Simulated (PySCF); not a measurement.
Species: H₂O.
InChI=1S/H2O/h1H2

Computed with B3LYP/MINI in PySCF (dipole) on a GFN2-xTB geometry, gas phase.

Take the most abundant isotopes and a rigid rotor. 

Task: What are A, B and C (MHz)?

Result: Ia = 0.58, Ib = 1.20, Ic = 1.78 u·Å²; 505379 MHz·u·Å²/I gives A = 871841, B = 420472, C = 283666 MHz.

Task: What kind of rotor is it?

Result: An asymmetric top. Ray's parameter κ = (2B − A − C)/(A − C) = -0.535; −1 is the prolate and +1 the oblate limit.

Task: Which types of transition are allowed, and where do some lines up to J = 2 fall?

Result: The dipole components are |μa| = 0.00 D, |μb| = 2.14 D, |μc| = 0.00 D; the symmetry axis of this C2v structure is b, so μa and μc vanish by symmetry and there are no a-type or c-type lines. Some lines, for components of 0.1 D or more:

| type | branch | J(Ka,Kc) | MHz | lower level (cm⁻¹) |
| --- | --- | --- | --- | --- |
| b | Q | 1(1,0) ← 1(0,1) | 588175 | 23.488 |
| b | Q | 2(1,1) ← 2(0,2) | 751646 | 69.573 |
| b | R | 2(0,2) ← 1(1,1) | 930244 | 38.544 |
| b | R | 1(1,1) ← 0(0,0) | 1155507 | 0.000 |
| b | Q | 2(2,0) ← 2(1,1) | 1380769 | 94.645 |
| b | R | 2(1,2) ← 1(0,1) | 1722838 | 23.488 |
| b | Q | 2(2,1) ← 2(1,2) | 1764525 | 80.955 |
| b | R | 2(2,1) ← 1(1,0) | 2899188 | 43.107 |
| b | R | 2(2,0) ← 1(1,1) | 3062659 | 38.544 |

Whether it is a minimum is left open (no frequencies). These are rigid-rotor constants of the computed structure; measured ground-state constants (B0) also hold zero-point vibration.
